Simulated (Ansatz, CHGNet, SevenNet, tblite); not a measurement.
# How well does each level of theory give the TO(Γ) frequency of zinc-blende BP?

Reference value: 794 cm⁻¹ (measured, temperature not stated, no zero-point or thermal correction; as tabulated in Solozhenko et al. (2014), arXiv:1505.05714).

```csv
level (code),value (cm⁻¹),cell (Å³/atom)
GFN1-xTB (tblite),810,11.96
GFN2-xTB (tblite),739,11.90
CHGNet 0.3.0 (CHGNet),…,11.71
SevenNet-0 (SevenNet),…,11.64
LDA (Ansatz),821,11.32
PBE (Ansatz),800,11.76
r²SCAN (Ansatz),818,11.67
```

Q: Some entries are withheld; supply them.

A: 
- CHGNet 0.3.0 (CHGNet), value (cm⁻¹): 475
- SevenNet-0 (SevenNet), value (cm⁻¹): 573

Differences against the reference: GFN1-xTB +2.0 %, GFN2-xTB -6.9 %, CHGNet 0.3.0 -40 %, SevenNet-0 -28 %, LDA +3.4 %, PBE +0.8 %, r²SCAN +3.0 %.

Nearest, and too close to rank with a margin of 3.0 % (twice that across the reference) picked here for doubts on the reference and the settings, and for temperature and zero-point motion: PBE (+0.8 %), GFN1-xTB (+2.0 %), r²SCAN (+3.0 %), LDA (+3.4 %). CHGNet 0.3.0 (-40 %) lies farthest from it. Within 5 %: GFN1-xTB, LDA, PBE, r²SCAN.

The reference has no zero-point or thermal correction, while the calculations are for a static lattice, so the differences are not the levels' errors alone.  GFN1-xTB, GFN2-xTB: the method was fitted mainly to molecules. GFN1-xTB, GFN2-xTB: the run uses a supercell at the zone centre in place of a k mesh. Each level is taken at its own relaxed cell. Cutoffs differ between the levels. Ansatz's density-functional and Hartree–Fock values are scalar-relativistic unless marked +SOC, with PAW data made under PBE.

Machine-learned potentials (CHGNet 0.3.0, SevenNet-0) are trained on DFT data, which may include these solids.

Differences are worked out from the printed values.

Ansatz is a quantum-chemistry and plane-wave program.
